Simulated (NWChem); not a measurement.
# Excited singlets of dimethylamine (C2H7N) by symmetry

SMILES: N(C)C
```xyz
10

C      0.0184     0.2167    -1.2073
N     -0.1400    -0.5514     0.0000
C      0.0184     0.2167     1.2073
H      0.9861     0.7624    -1.2886
H     -0.7815     0.9733    -1.2786
H     -0.0754    -0.4361    -2.0886
H      0.5011    -1.3400     0.0000
H      0.9861     0.7624     1.2886
H     -0.0754    -0.4361     2.0886
H     -0.7815     0.9733     1.2786
```
Charge 0, spin multiplicity 1.

Program: NWChem. The geometry was optimised at PBE0/def2-SVP, a minimum by its harmonic frequencies.

Basis set: 6-31+G*. Symmetry labels belong to the abelian group Cs used in the runs, with the axes of the coordinates shown. Entries are the lowest vertical excitation energy of each symmetry in eV (for CIS and TDDFT among the lowest few roots); a state of one symmetry need not have the same character in every method. Symmetries that some method's roots don't reach, or where a double excitation leads the EOM-CCSD root, are left out.

The correlated methods keep 3 core orbitals frozen. B3LYP has NWChem's definition, with VWN1-RPA local correlation. The Pople sets run with spherical d functions. Coupled-cluster values serve here as a point of comparison, not as the truth.

```
method                a'          a"
------------  ----------  ----------
CIS                 6.86        8.38
TD-PBE              4.74        5.50
TD-B3LYP            5.22        6.11
TD-CAM-B3LYP  (withheld)  (withheld)
EOM-CCSD            5.60        6.87
```

### Question
Some entries are withheld; supply them.

### Answer

- TD-CAM-B3LYP, a': 5.52
- TD-CAM-B3LYP, a": 6.69
